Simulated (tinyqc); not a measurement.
Worked calculation: extended Hueckel theory, for H3O+. The parameters take no account of the charge, which enters only through the electron count. Computed by tinyqc, a small Python program that keeps every step (integrals from PySCF). Settings: charge = 1, K = 1.5, weighted = 1, multiplicity = 1. Command: `OMP_NUM_THREADS=1 python tinyqc.py 29222 29223 out.jsonl` (the two numbers bound the seeds that draw the settings). One thread of a shared host (Intel(R) Xeon(R) Processor @ 2.60GHz), about 0.01 s of CPU time with the checks.

## Overlaps

Geometry (angstrom):

| atom | x | y | z |
|---|---|---|---|
| O | 0.00000 | 0.00000 | 0.40900 |
| H | 0.90400 | 0.00000 | 0.00000 |
| H | -0.45200 | 0.78300 | 0.00000 |
| H | -0.45200 | -0.78300 | 0.00000 |

Parameters chosen for this run:

| element | shell | Slater exponent | H_ii (eV) |
|---|---|---|---|
| O | 2s | 2.27500 | -32.30000 |
| O | 2p | 2.27500 | -14.80000 |
| H | 1s | 1.30000 | -13.60000 |

Slater orbitals, each expanded in six Gaussians scaled to its exponent.

overlap S, lower triangle:
```
          1O 2s    1O 2px    1O 2py    1O 2pz    2H 1s    3H 1s    4H 1s
1O 2s   1.00000
1O 2px  0.00000   1.00000
1O 2py  0.00000   0.00000   1.00000
1O 2pz  0.00000   0.00000   0.00000   1.00000
2H 1s   0.43836   0.34607   0.00000  -0.15657  1.00000
3H 1s   0.43830  -0.17300   0.29969  -0.15654  0.20879  1.00000
4H 1s   0.43830  -0.17300  -0.29969  -0.15654  0.20879  0.20874  1.00000
```

## Wolfsberg-Helmholz matrix

diagonal H_ii (eV): 1O 2s -32.30000, 1O 2px -14.80000, 1O 2py -14.80000, 1O 2pz -14.80000, 2H 1s -13.60000, 3H 1s -13.60000, 4H 1s -13.60000

K = 1.50000

H_ij = K' S_ij (H_ii + H_jj)/2 for i != j (the diagonal keeps H_ii), with K' = K + D^2 + D^4 (1 - K), D = (H_ii - H_jj)/(H_ii + H_jj), K = 1.5.

H (eV), lower triangle:
```
            1O 2s     1O 2px     1O 2py     1O 2pz      2H 1s      3H 1s      4H 1s
1O 2s   -32.30000
1O 2px    0.00000  -14.80000
1O 2py    0.00000    0.00000  -14.80000
1O 2pz    0.00000    0.00000    0.00000  -14.80000
2H 1s   -16.62168   -7.37997    0.00000    3.33895  -13.60000
3H 1s   -16.61950    3.68932   -6.39101    3.33834   -4.25932  -13.60000
4H 1s   -16.61950    3.68932    6.39101    3.33834   -4.25932   -4.25820  -13.60000
```

## Orbitals

valence electrons = 8

Solve H C = S C e through S^(-1/2); fill by pairs from the bottom, a degenerate level sharing its electrons equally; each orbital has its largest coefficient positive (the first on a tie).

orbital energies (eV): -32.90422  -16.17681  -16.17671  -14.97818  -5.71729  -5.71608  7.32558

occupations: 2.00000  2.00000  2.00000  2.00000  0.00000  0.00000  0.00000

coefficients:
```
             MO1       MO2       MO3       MO4       MO5       MO6       MO7
1O 2s    0.88557   0.00000  -0.00001   0.10082   0.00000   0.00010   0.97797
1O 2px  -0.00001   0.00000   0.73527   0.00003   0.00000  -0.86780   0.00019
1O 2py   0.00000   0.73524   0.00000   0.00000   0.86782   0.00000   0.00000
1O 2pz   0.02438   0.00000  -0.00003   0.96864   0.00000  -0.00004  -0.39615
2H 1s    0.08117   0.00000   0.37876  -0.05789   0.00000   0.97284  -0.65158
3H 1s    0.08115   0.32803  -0.18939  -0.05790  -0.84254  -0.48658  -0.65127
4H 1s    0.08115  -0.32803  -0.18939  -0.05790   0.84254  -0.48658  -0.65127
```

sum of one-electron energies = -160.47183 eV

Within a degenerate level the vectors are fixed only up to a rotation; this is one choice.

## Mulliken analysis

P = C n C^T; charge = valence electrons (O 6, H 1) minus the sum of (P S)_ii on the atom; overlap population = 2 sum P_ij S_ij between two atoms.

charges: 1O -0.43164, 2H 0.47722, 3H 0.47721, 4H 0.47721

Overlap populations:

| pair | value |
|---|---|
| 2-1 | 0.535178 |
| 3-1 | 0.535134 |
| 3-2 | -0.051609 |
| 4-1 | 0.535134 |
| 4-2 | -0.051609 |
| 4-3 | -0.051599 |
